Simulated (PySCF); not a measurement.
Isomers of C8H10O2, mass 138.068 u with the commonest isotopes. The calculation used PBE0/pcSseg-1 in PySCF (dipole) on a GFN2-xTB geometry, gas phase. One conformer each, none proved a minimum here; rigid rotors.

Question: Order these by radius of gyration √(Σ m r²/M), largest first.
A. `[CH3:1][C:2](=[O:3])[O:4][C@@H:5]1[C@H:6]2[CH2:7][C@@H:8]3[C@H:9]2[C@H:10]13` with C1–C2–O4–C5 180°, C2–O4–C5–C6 -81°
B. `[CH3:1][O:2][c:3]1[cH:4][cH:5][c:6]([O:7][CH3:8])[cH:9][cH:10]1` with C1–O2–C3–C4 180°, C5–C6–O7–C8 0°
C. `[CH3:1][C:2](=[O:3])[O:4][CH:5]1[CH:6]=[CH:7][CH2:8][CH:9]=[CH:10]1` with C1–C2–O4–C5 -177°, C2–O4–C5–C6 -122°, O4–C5–C6–C7 -133°, C6–C7–C8–C9 12°, C7–C8–C9–C10 -12°, O4–C5–C10–C9 133°

Answer: B (2.461 Å), C (2.386 Å), A (2.218 Å).

Question: Order these by rotational constant C, largest first.
A. `[CH3:1][O:2][c:3]1[cH:4][cH:5][c:6]([O:7][CH3:8])[cH:9][cH:10]1` with C1–O2–C3–C4 180°, C5–C6–O7–C8 0°
B. `[CH3:1][C:2](=[O:3])[O:4][CH:5]1[CH:6]=[CH:7][CH2:8][CH:9]=[CH:10]1` with C1–C2–O4–C5 -177°, C2–O4–C5–C6 -122°, O4–C5–C6–C7 -133°, C6–C7–C8–C9 12°, C7–C8–C9–C10 -12°, O4–C5–C10–C9 133°
C. `[CH3:1][C:2](=[O:3])[O:4][C@@H:5]1[C@H:6]2[CH2:7][C@@H:8]3[C@H:9]2[C@H:10]13` with C1–C2–O4–C5 180°, C2–O4–C5–C6 -81°

Answer: C (786.0 MHz), B (688.2 MHz), A (606.9 MHz).

Question: Order these by out-of-plane moment Σ m c² = (Ia + Ib − Ic)/2, smallest first.
A. `[CH3:1][C:2](=[O:3])[O:4][C@@H:5]1[C@H:6]2[CH2:7][C@@H:8]3[C@H:9]2[C@H:10]13` with C1–C2–O4–C5 180°, C2–O4–C5–C6 -81°
B. `[CH3:1][O:2][c:3]1[cH:4][cH:5][c:6]([O:7][CH3:8])[cH:9][cH:10]1` with C1–O2–C3–C4 180°, C5–C6–O7–C8 0° (1,4-dimethoxybenzene)
C. `[CH3:1][C:2](=[O:3])[O:4][CH:5]1[CH:6]=[CH:7][CH2:8][CH:9]=[CH:10]1` with C1–C2–O4–C5 -177°, C2–O4–C5–C6 -122°, O4–C5–C6–C7 -133°, C6–C7–C8–C9 12°, C7–C8–C9–C10 -12°, O4–C5–C10–C9 133°

Answer: B (3.22 u·Å²), A (36.12 u·Å²), C (51.67 u·Å²).

| SMILES | point group | Ia (u·Å²) | Ib (u·Å²) | Ic (u·Å²) | κ | μa (D) | μb (D) | μc (D) |
| --- | --- | --- | --- | --- | --- | --- | --- | --- |
| CC(=O)O[C@@H]1[C@H]2C[C@@H]3[C@H]2[C@@H]31 | C1 | 135.76 | 579.50 | 643.00 | -0.94 | 0.89 | 1.88 | 0.44 |
| CC(=O)OC1C=CCC=C1 | – | 146.30 | 691.41 | 734.37 | -0.97 | 1.54 | 0.14 | 1.68 |
| COc1ccc(OC)cc1 | C2h | 110.26 | 728.90 | 832.73 | -0.96 | 0.00 | 0.00 | 0.01 |
